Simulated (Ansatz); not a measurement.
Results of PBEsol (PAW; Ansatz, a quantum-chemistry and plane-wave program) for Ho₂O₃ (Ia-3, No. 206).

Run with plane-wave cutoff 500 eV, 6×6×6 k mesh, gaussian smearing 0.02 eV, spin-polarised start, scalar-relativistic PAW data made under PBE.

Computed at the level's own relaxed cell.

Problem. Give the computed equilibrium volume per atom, lattice constant a and band gap.

Solution. 
equilibrium volume per atom: 14.50 Å³/atom
lattice constant a: 10.507 Å
band gap: 0.56 eV (on the SCF k mesh)

Note: the magnetic order was assumed, not searched for or taken from measurement; the relaxation could not lower the start's symmetry, so the cell can be a saddle point above a distorted one; the 4f shell is treated without U or exact exchange, so its levels and filling can be wrong.

Spin–orbit coupling is not included.

Computed values are for the static lattice.

Cost on a shared machine: about 3 core-hours (a rough figure).
